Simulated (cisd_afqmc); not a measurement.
Input (AFQMC/CISD/cc-pVTZ; cisd_afqmc is a phaseless AFQMC code with CISD trial states that reads the integrals written by Ansatz):

Ansatz 0.2 input:
```python
import cisd_afqmc

open("ham.yaml", "w").write("""\
crystal:
  periodic: [false, false, false]
  atoms:
    - {symbol: C, position_ang: [-0.00000000, -0.00000000, -0.73641303]}
    - {symbol: N, position_ang: [0.00000000, 0.00000000, 0.42763309]}
    - {symbol: H, position_ang: [0.00000000, 0.00000000, 1.42504654]}
basis:
  gaussian:
    orbitals: cc-pVTZ
magnetization: {spin_polarized: false}
correlation: {method: ccsd, electrons: outside_noble_gas, hamiltonian_folder: ham}
""")
rep = cisd_afqmc.ansatz("ham.yaml")
e_ccsd = rep["correlation"]["coupled_cluster"]["energy"]["hartree"]
out = cisd_afqmc.run("ham", e_ccsd, trial="CISD", walkers=100, populations=8, threads=8, dt=0.005, steps=40, early=24, settle=10, least=32,
    cut=5e-5, rank_cut=2e-4, target=0.0004, seconds=1500, seed=1, memory=12960, gpu=False)
```

Output:

```
orbitals 72, occupied [5], factors 342 of 434, rank of the doubles 178 of 335
E(HF) = -92.892642
E(CCSD) on the cut factors = -93.234030, shift to the whole factors -0.000005
Energy of the trial state on the determinant = -93.234070
  tau behind 7.2 of longer steps, mean of the populations' last blocks
   2.0  -93.25005
   4.0  -93.25015
   6.0  -93.25320
   8.0  -93.25234
  10.0  -93.25221
  12.0  -93.25303
  14.0  -93.24908
  16.0  -93.25283
  18.0  -93.25250
  20.0  -93.25192
  22.0  -93.25086
  24.0  -93.25159
blocks 888 (1 outliers left out), error by blocks joined: 1: 0.00022, 2: 0.00027, 4: 0.00031, 8: 0.00034, 16: 0.00039
E(AFQMC/CISD) = -93.25178 +/- 0.00039
```
